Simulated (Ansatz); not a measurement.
# Ga$_{3}$⁺, triplet: reading a ladder of total energies

Geometry: that of the Ga3, quartet, kept fixed.

```yaml
atoms:
  - { symbol: Ga, position_ang: [0.0000, -0.6851, -1.5364] }
  - { symbol: Ga, position_ang: [0.0000, 1.3702, 0.0000] }
  - { symbol: Ga, position_ang: [0.0000, -0.6851, 1.5364] }
```

Basis cc-pVTZ; Ansatz 0.2.0. Correlated methods freeze the noble-gas cores and the filled d shells of p-block atoms, which leaves 8 electrons in 87 orbitals. R marks a restricted (for open shells ROHF) determinant, U an unrestricted one. No spin–orbit coupling is included, and no scalar relativity.

Full CI isn't at hand for all of this; UCCSDT(Q) serves as the reference, and is uncertain by about the last step of the cluster series.

Runs differ by some tens of microhartree through their thresholds and, for an open shell, their frozen cores, so steps under 0.03 kcal/mol mean nothing.

| level | total energy (hartree) |
| --- | --- |
| UHF | -5769.626450 |
| UMP2 | -5769.763002 |
| UCCSD | -5769.791945 |
| UCCSD(T) | -5769.802902 |
| UCCSDT | -5769.804751 |
| UCCSDT(Q) | -5769.805725 |

What is the correlation energy at UCCSDT(Q), and what share of it do UMP2 and UCCSD recover?

E(corr) = -5769.805725 − (-5769.626450) = -0.179275 hartree = -4.878 eV. UMP2: -0.136552 / -0.179275 = 76.17 %. UCCSD: -0.165495 / -0.179275 = 92.31 %.

By how many kcal/mol does UCCSD(T) miss UCCSDT(Q) (1 hartree = 627.509 kcal/mol), and which steps make up the rest?

-5769.802902 − (-5769.805725) = 0.002823 hartree = 1.77 kcal/mol. Steps: UCCSDT − UCCSD(T) = -1.16, UCCSDT(Q) − UCCSDT = -0.61 kcal/mol. Differences between like states or geometries often cancel part of this.
